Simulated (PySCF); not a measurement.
Si(H)4 cation (H₄Si), SMILES [SiH4] (connectivity only; charge and spin as stated), charge +1, multiplicity 2.

Geometry: r2SCAN-D4/def2-TZVPD. The geometry has at least one imaginary mode, so it is a saddle point at that level. The multiplicity is an assumed one; other spin states were not compared. The isomer is the one that the SMILES or the coordinates give; other isomers of the formula were not compared.

All values below come from M06-2X/def2-TZVPD (PySCF).

- total energy = -291.38610 hartree
- point group = D4h
- α spin, highest occupied and lowest empty level = -15.63 and -9.30 eV
- β spin, highest occupied and lowest empty level = -18.21 and -10.38 eV
- dipole moment about the centre of nuclear charge = 0.000 e·Å
- mean static polarisability = 30.1 bohr³ (4.46 Å³)
- polarisability, principal values = 17.9, 36.2, 36.2 bohr³
- ⟨S²⟩ = 0.761 (pure state 0.75)
